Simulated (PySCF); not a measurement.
Gas-phase reaction: 6 AlClF + 3 F₂ ⇌ 2 AlCl₃ + 2 Al₂F₆

Energies from PySCF, thermal terms from the rigid-rotor harmonic-oscillator model, ideal gas at 1 bar. The comparison is the NASA 1993 polynomial table, which mixes measured and estimated data. After a fit of one offset per element over all species, the range-separated, M06-2X, PBE0/def2-QZVP and CCSD(T)/def2-TZVPP enthalpies, where run, lie to one side of the table for AlClF (+54 kJ/mol), Al₂F₆ (+36 kJ/mol): a fault of the table's entry, another state or a shared error of the levels is possible; this was not checked at source. † marks an energy on the PBE0/def2-TZVP geometry and frequencies. MP2 freezes the core. Open shells (unrestricted): AlClF (multiplicity 2); the rest are closed-shell singlets. For this reaction the table lies outside the span of B3LYP, M06-2X, MP2, PBE0, r2SCAN, ωB97M-V, ωB97X-V in their largest bases here; which side is off was not settled. MP2 isn't extrapolated to the basis-set limit. The table's entry may be an old estimate for AlClF, AlCl₃, Al₂F₆ (not checked at source).

MP2/def2-SVP† gives ΔH°(298 K) = -3945.9 kJ.

### Question
What does BLYP/def2-TZVP† give, and where does the table lie?

### Answer
BLYP/def2-TZVP†: -3491.0 kJ. Table: -3499.2 kJ.
